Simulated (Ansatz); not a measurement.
Solid chlorine

Method: HSE06 in Ansatz (PAW).

Run with plane-wave cutoff 500 eV, 6×6×4 k mesh (along the axes of the cell as run), gaussian smearing 0.02 eV, scalar-relativistic PAW data made under PBE.

Cell (relaxed at this level):

```xyz
4
Lattice="2.3141 -3.7058 0.0000 2.3141 3.7058 0.0000 0.0000 0.0000 8.5300" Properties=species:S:1:pos:R:3 pbc="T T T"
Cl     4.1229     0.0000     7.6759
Cl     2.8195     0.0000     3.4109
Cl     1.8088     0.0000     5.1190
Cl     0.5054     0.0000     0.8541
```

- band gap: 4.30 eV (on the SCF k mesh)

Note: the cell comes from a level without a dispersion term, which matters for the spacing of layers, chains or molecules.

The result took around 30 core-minutes (rough).

Ansatz is a quantum-chemistry and plane-wave program.
